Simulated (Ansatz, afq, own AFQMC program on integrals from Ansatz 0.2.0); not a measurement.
Two steps: Ansatz 0.2.0 writes the Fock matrix and Cholesky factors of the valence space, and afq projects on them the lowest state that overlaps trial and start.

```yaml
crystal:
  periodic: [false, false, false]
  atoms:
    - {symbol: Al, position_ang: [0.000000, 0.000000, 0.352569]}
    - {symbol: Al, position_ang: [0.000000, 0.000000, -2.324369]}
    - {symbol: H, position_ang: [0.000000, 0.000000, 1.971799]}
basis:
  gaussian: {orbitals: 6-31G}
magnetization: {spin_polarized: true, initial_magnetization: 1}
correlation: {method: ccsd_t, electrons: outside_noble_gas, hamiltonian_folder: ham}
```

```sh
$ ansatz run in.yaml --threads 1 --pin off --events-out ev --progress --plain --max-ram 16896MiB --backend cuda --devices 0, --max-vram 18GiB
```

afq runs on the folder ham with

```
--method phaseless --trial cisd --walkers 4000 --populations 20 --least-time 60 --time-step 0.005 --steps-per-block 50 --equilibration-blocks 28 --max-blocks 4000 --target-error 0.00016 --factor-cut 1e-05 --start spin_pure --seed 4511 --release-times 0.24,0.51,0.99,1.62,2.4 --release-step 0.03 --release-every 3 --taylor-order 6
```

Times are imaginary, in 1/Eh. The walk had a cap of 122 s. With eight or more populations the least sampling time is a fifth of least-time, and the error comes from their spread.

Log:

```
orbitals 18  electrons 4 3  factors 102 of 308
reference energy -484.29469525 Eh
CCSD correlation -0.08045769 Eh in 14 cycles, weight of the determinant in the CISD state 0.8847
energy of the start -484.375045 Eh
 block  time / (1/Eh)  mean weight  energy / Eh
     1     0.250  1.0000  -484.374511
     2     0.500  0.9998  -484.374391
     3     0.750  0.9999  -484.374493
     4     1.000  1.0000  -484.374684
     5     1.250  1.0000  -484.374942
    12     3.000  1.0000  -484.376523
    19     4.750  1.0000  -484.377361
    26     6.500  1.0000  -484.377617
    33     8.250  0.9999  -484.377744
    40    10.000  0.9999  -484.377793
    43    10.750  0.9999  -484.378263
    47    11.750  0.9999  -484.377664
    54    13.500  0.9998  -484.377685
    61    15.250  1.0002  -484.377465
    68    17.000  1.0000  -484.377676
    75    18.750  1.0000  -484.377698
    76    19.000  0.9999  -484.377372
    78    19.500  1.0001  -484.377788
error from the spread of 20 populations
released: time / (1/Eh)  energy / Eh  error  mean overlap
  0.24  -484.377831  0.000072  0.9989
  0.51  -484.377933  0.000062  0.9987
  0.99  -484.378028  0.000051  0.9993
  1.62  -484.378055  0.000051  1.0021
  2.40  -484.378127  0.000053  1.0043
energy -484.377728 +/- 0.000070 Eh
(rows thinned)
```

The run passed its tests (sampling time, drift between the halves within three errors, error under three times the target), which doesn't prove that it has relaxed.

Against this walk (error 1.9 meV) on the same determinant: CCSD(T) 14.6 meV higher, CCSDT(Q) 16.2 meV lower, CCSDTQ 17.4 meV lower, full CI 17.6 meV lower. The error is statistical and leaves out the bias of the constraint. Released to 2.40 1/Eh the energy lies 10.9 ± 2.4 meV (both errors) below the phaseless value, which shows part or all of the bias of the constraint, and full CI lies 6.8 meV below the released value. Full CI is exact here, so the walk's 18 meV above it is the walk's own error: the bias of the constraint with this trial.

Cautions: constraint bias not in the error; an unrestricted solution with more broken spin lies lower (13 meV, ⟨S²⟩ 0.95).

The walk took 16 s on 1 × NVIDIA H100 80GB HBM3 with 2 threads of AMD EPYC 7R13 Processor (Zen 3), on a shared host (the card was shared). The log's last line is the phaseless energy.

CCSDT and higher add their correlation energy to the determinant of the CCSD(T) run, since their own runs factorise the integrals more tightly (a shift of under 2 meV).
